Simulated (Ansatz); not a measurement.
# Al2H2 (singlet): from Hartree-Fock to the top rungs at distance Al1–H3 = 1.622 Å, 6-31G

Aim: climb from Hartree-Fock through coupled cluster and multireference methods for Al2H2 (singlet) at one geometry and basis, and see what each rung misses.

The runs use Ansatz 0.2.0, Gaussian basis; 6-31G, core rule «outside noble gas», up to 10 orbitals frozen.

The runs, in order: UHF; CCSD(T) on RHF; CCSD(T) on UHF; BCCD(T) on RHF; CISD; CCSDT(Q) on RHF; CCSDT(Q) on UHF; CCSDTQ on RHF; CASSCF and MRCISD+Q, 2 electrons in 2 orbitals; CASSCF and NEVPT2, 2 electrons in 2 orbitals; CASSCF and MRCISD+Q, 8 electrons in 10 orbitals; CASSCF and NEVPT2, 8 electrons in 10 orbitals; Full CI.

20 further runs of the same task are left out: 13 that didn't finish, 7 set aside as unsound or not needed.

### 1 The system

The geometry derives from a PBE0/def2-TZVP stationary point (not a proven minimum). One bond is set to the value named and the two fragments are kept rigid.

4 atoms, charge 0, spin multiplicity 1.

Atoms are counted from 1 here; the program's logs count them from 0.

Bond lengths: Al1–Al2 2.635 Å, Al1–H3 1.622 Å, Al2–H4 1.622 Å. Angles: Al2–Al1–H3 120.2°, Al1–Al2–H4 120.2°.

### 2 UHF

in.yaml reads:

```yaml
crystal:
  periodic: [false, false, false]
  atoms:
    - {symbol: Al, position_ang: [0.000000, -0.153504, 1.308389]}
    - {symbol: Al, position_ang: [0.000000, 0.153504, -1.308389]}
    - {symbol: H, position_ang: [0.000000, 1.143898, 2.282516]}
    - {symbol: H, position_ang: [0.000000, -1.143898, -2.282516]}
basis:
  gaussian: {orbitals: 6-31G}
magnetization: {spin_polarized: true, initial_magnetization: 0}
hamiltonian: {xc: hf}
output: {orbitals: {seedname: orbitals}}
```

On the command line:

```sh
> ansatz run in.yaml --threads 1 --pin off --events-out ev --progress --plain --max-ram 2393MiB
```

The runs that follow: CCSD(T) on RHF; CCSD(T) on UHF; BCCD(T) on RHF; CISD; CCSDT(Q) on RHF; CCSDT(Q) on UHF; CCSDTQ on RHF; CASSCF and MRCISD+Q, 2 electrons in 2 orbitals; CASSCF and NEVPT2, 2 electrons in 2 orbitals; CASSCF and MRCISD+Q, 8 electrons in 10 orbitals; CASSCF and NEVPT2, 8 electrons in 10 orbitals; Full CI.

Q: Predict the results of all the runs planned. Wanted: FCI below the RHF energy; RMP2 from FCI; UMP2 from FCI; RCCSD from FCI; RCCSD(T) from FCI; UCCSD(T) from FCI; RCCSDT(Q) from FCI; UCCSDT(Q) from FCI; NEVPT2 pair from FCI.

As calculated:

| quantity | value |
| --- | --- |
| FCI below the RHF energy | -2.8075 eV |
| RMP2 from FCI | +22.33 kcal/mol |
| UMP2 from FCI | +24.73 kcal/mol |
| RCCSD from FCI | +2.44 kcal/mol |
| RCCSD(T) from FCI | +0.83 kcal/mol |
| UCCSD(T) from FCI | +1.32 kcal/mol |
| RCCSDT(Q) from FCI | +0.04 kcal/mol |
| UCCSDT(Q) from FCI | +0.04 kcal/mol |
| NEVPT2 pair from FCI | +16.28 kcal/mol |
| MRCISD+Q pair from FCI | +0.34 kcal/mol |
| NEVPT2 valence from FCI | +4.05 kcal/mol |
| levels within 1 kcal/mol (43 meV) | RCCSD(T), BCCD(T), RCCSDT, UCCSDT, RCCSDT(Q), UCCSDT(Q), RCCSDTQ, MRCISD+Q pair, MRCISD valence, MRCISD+Q valence |
| T1 diagnostic | 0.030 |
| effectively unpaired electrons | 0.28 |

In words: RCCSD(T) misses by +0.83 kcal/mol, 1.3 % of the correlation energy. CCSD(T) misses by +0.83 kcal/mol on the restricted determinant and by +1.32 kcal/mol on the unrestricted one; the two need not hold the same state or core. The occupations show some static correlation. Of the multireference levels listed MRCISD+Q valence comes nearest in total energy (+0.23 kcal/mol), which doesn't show that its space is the better one. These misses are within one basis, not against nature.
